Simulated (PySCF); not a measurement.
Species: CO2.
SMILES with atom numbers: `[O:1]=[C:2]=[O:3]`

Cartesian coordinates in Å at the PBE0-D3(BJ)/def2-SVP level; atoms count from 1:
```
atom  x, y, z in Å
O1    -1.158    0.165    0.000
C2     0.000    0.103    0.000
O3     1.158    0.042    0.000
```

Theory: core-valence-separated Tamm–Dancoff BHandHLYP/aug-pcX-1 in PySCF, non-relativistic, gas phase, PBE0-D3(BJ)/def2-SVP geometry. No empirical shift is added; at this level the pattern usually sits a few eV under experiment.

Question: What does the C 1s absorption edge look like?

Answer: 
| E (eV) | f | core hole on | main final orbital | polarisation |
| --- | --- | --- | --- | --- |
| 287.37 | 0.1904 | C2 | LUMO+4/LUMO+5 (2 roots, f summed) | across the axis |
| 289.72 | 0.0000 | C2 | LUMO (82 %) | – |
| 292.78 | 0.0061 | C2 | LUMO+1/LUMO+2 (2 roots, f summed) | across the axis |
| 293.31 | 0.0005 | C2 | LUMO+3 (99 %) | – |
| 294.26 | 0.0000 | C2 | LUMO+9 (52 %) | – |

The first line with a tenth or more of the strongest one's intensity is at 287.37 eV (f = 0.190, sum of 2), with the hole on C2 (central carbon of cumulated double bonds), polarised across the axis: a 1s→π* resonance. It is also the strongest listed.

Question: Give energies, oscillator strengths and core holes at the O K edge.

Answer: 
```csv
E (eV),f,core hole on,main final orbital,polarisation
533.13,0.1612,O1/O3,"LUMO+4/LUMO+5 (4 roots, f summed)",across the axis
534.26,0.0221,O1/O3,"LUMO (2 roots, f summed)",along the axis
536.99,0.0236,O1/O3,"LUMO+3 (2 roots, f summed)",along the axis
```

The first line with a tenth or more of the strongest one's intensity is at 533.13 eV (f = 0.161, sum of 4), with the hole on O1/O3 (oxygen bonded to C), polarised across the axis: a 1s→π* resonance. It is also the strongest listed.

Roots within 0.03 eV whose holes lie on the same, on equivalent or on shared atoms are summed into one line, and the highest roots are left out, as the search may have cut off their partners. Final orbitals are the ground state's empty Kohn–Sham orbitals. A dash: too weak, shared between unlike atoms, or no plane or axis to refer to.

Question: What is the summed oscillator strength of the listed C K lines, and their intensity-weighted mean energy?

Answer: Σf = 0.197 over 5 lines from 287.37 to 294.26 eV; the weighted mean is 287.55 eV. The strongest line holds 97 % of the sum.

The ionisation thresholds weren't computed; near and above them a finite basis only mimics Rydberg series and continuum.
